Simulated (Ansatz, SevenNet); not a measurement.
Elastic constant C66 (GPa) of solids drawn from the class of elemental solids other than molecular ones, at two levels: the machine-learned potential SevenNet-0 (trained on PBE and PBE+U data), and PBE in Ansatz (plane waves, PAW).

| solid | SevenNet-0 | PBE | shift (%) |
|---|---|---|---|
| α-phase Ga | 12.3 | 28.3 | +130 |
| hcp Be | 35.5 | 150 | +323 |
| double-hcp La | 4.45 | 17.1 | +284 |
| hcp Lu | 7.31 | 31.2 | +327 |
| hcp Cd | 7.85 | 22.8 | +190 |
| hcp Mg | 10.6 | 20.0 | +89 |
| hcp Zn | 24.3 | 69.0 | +184 |
| hcp Ti | 5.62 | 46.7 | +731 |
| hcp Co | 43.3 | 91.3 | +111 |
| hcp Os | 44.8 | 255 | +469 |

The shifts run from +89 % to +731 %, with a median of +237 %.

Over all 10 rows PBE is the larger in 10.

Ansatz's runs of these crystals have no spin polarisation, but for hcp Co.

Density-functional runs with spin start from parallel moments for hcp Co.

Spin–orbit coupling is left out, also for the solids with elements from indium on (double-hcp La, hcp Lu, hcp Os); its size isn't shown.

Each level is taken at its own relaxed cell. Ansatz's density-functional and Hartree–Fock values are scalar-relativistic unless marked +SOC, with PAW data made under PBE.

Ansatz is a program for electronic structure.
